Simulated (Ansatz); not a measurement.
**Reading a saddle point**

A first-order saddle point of SiNH$_{6}$, doublet, PBE0-D4/def2-TZVP, with one imaginary mode of 1049i cm⁻¹:

| atom | x (Å) | y (Å) | z (Å) |
| --- | --- | --- | --- |
| H1 | 0.2106 | -1.2417 | 1.0021 |
| N2 | 0.8468 | -0.1207 | 0.4991 |
| Si3 | -0.1871 | 0.5230 | -0.7654 |
| H4 | -0.3820 | -1.7456 | 1.3720 |
| H5 | 0.8563 | 0.4506 | 1.3452 |
| H6 | -1.5077 | 1.0408 | -0.3100 |
| H7 | 0.5691 | 1.6463 | -1.3821 |
| H8 | -0.4060 | -0.5529 | -1.7609 |

Computed with Ansatz 0.2.0 (basis: def2-TZVPP and def2-QZVPP); correlated methods freeze the cores; orbitals are unrestricted. Extrapolation: Hartree–Fock as exp(−7.88 √X), correlation as X^−2.97.

(1) Which contacts change along the imaginary mode, and what lies on either side? (Judge from chemistry; the calculation decides.)

(2) Which side is lower, and how far does the saddle lie above each? (Judge from chemistry; the value comes from the calculation.)

T1 diagnostic: at most 0.020. ⟨S²⟩ of the unrestricted Hartree–Fock references: 0.75 to 0.79 (a pure state has 0.75).

Results:

(1) The calculation gives: The step is SiNH₅ ([NH2][SiH3]) + H → SiNH₄ ([NH][SiH3]) + H₂, with the molecules in contact on both sides. Shortening one way: H1–H4; lengthening the same way: H1–N2.
```json
{"pair": "H1–H4", "one side (Å)": "2.91", "saddle (Å)": "0.86", "other side (Å)": "0.75"}
{"pair": "H1–N2", "one side (Å)": "1.01", "saddle (Å)": "1.38", "other side (Å)": "2.69"}
```

(2) Computed: The side with H1–N2 short is lower by 8.43 kcal/mol; the saddle lies 17.78 kcal/mol above it and 9.35 kcal/mol above the other (CCSD(T) at an estimated basis limit (MP2 extrapolated from triple and quadruple zeta, plus CCSD(T) − MP2 in triple zeta); electronic energies).

Radical steps of this kind take place in plasma deposition and etching.

Labels in which every atom is bracketed show which atoms are joined, not bond orders.

For scale, one of the runs: CCSD(T)/def2-TZVPP, 157 basis functions, launched by `ansatz run in.yaml --threads 2 --pin off --events-out ev --progress --plain --max-ram 4352MiB`. Hardware: 2 CPU threads of an Arm Neoverse V1, shared host. Wall time 47 s; peak host memory 2.5 GiB.
